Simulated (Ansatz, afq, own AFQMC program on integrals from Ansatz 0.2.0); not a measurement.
SiH₄ + CN, doublet in cc-pVDZ along one coordinate

```xyz
7

Si   -1.5984    0.0000    0.0000
H    -2.0933    1.3997    0.0000
H    -2.0933   -0.6999    1.2122
H    -2.0933   -0.6999   -1.2122
H    -0.1138    0.0000    0.0000
N     2.5087    0.0000    0.0000
C     1.3486    0.0000    0.0000
```

A hydrogen atom is moved from one rigid fragment to the other; the Si1–H5 distance tells how far. The two fragments are held close together, so this isn't a minimum-energy path and the start is a compressed complex. Energies in kJ/mol count from this geometry (1.485 Å) at the same level; the start stands on ROHF, each point on the determinant named.

Basis cc-pVDZ. Only valence electrons are correlated. AFQMC by an in-house program on the Cholesky factors that Ansatz 0.2.0 writes for its CCSD(T) run. The CISD trial takes its coefficients from CCSD amplitudes. Released means that phaseless walkers are propagated on without the constraint, phases kept. Error bars are statistical, one sigma.

Cautions, each for one point or more: a spin-contaminated unrestricted determinant lies lower; higher spins were not checked.

| r(Si1–H5) / Å | det. | T1 | weight | CCSD(T) | ph-AFQMC/CISD | released AFQMC | CCSDT(Q) | B3LYP | HF |
| --- | --- | --- | --- | --- | --- | --- | --- | --- | --- |
| 1.591 | ROHF | 0.022 | 0.82 | -23.5 | -24.0 ± 1.4 | -24.3 ± 1.2 | -23.3 | -24.6 | -26.3 |
| 1.644 | ROHF | 0.022 | 0.82 | -35.2 | -34.9 ± 1.3 | – | -34.9 | -36.0 | -42.1 |
| 1.697 | ROHF | 0.020 | 0.82 | -47.0 | -46.7 ± 1.4 | -47.5 ± 1.1* | -46.6 | -47.0 | -59.0 |

Weight is that of the determinant in the CISD state; at the start T1 is 0.024 and the weight 0.81. An asterisk marks released energies that aren't shown to be converged. A dash marks a missing value, a released energy that hasn't settled or a functional that sits on another state. Largest departures from CCSDT(Q), at the points where its series has closed: CCSD(T) -0.4 kJ/mol at 1.697 (on ROHF), ph-AFQMC/CISD -0.7 kJ/mol at 1.591 (on ROHF) (within the noise), B3LYP -1.3 kJ/mol at 1.591, HF -12.5 kJ/mol at 1.697 (on ROHF). Functionals count only at points shown to share the start's state and spin. In this small basis the wave-function levels are far from their limit, so their gap to the functionals isn't the functionals' error.

Some points may be missing: those where a free walk finds a much lower state, and past Zn most of those on another determinant than at the start.

CCSDT and higher add their correlation energy to the determinant of the CCSD(T) run, since their own runs factorise the integrals more tightly (a shift of under 2 meV). A walk keeps the symmetry of its determinant, which the program's search chose and which needn't be the lowest solution, so a lower state of the same spin and another symmetry isn't excluded.
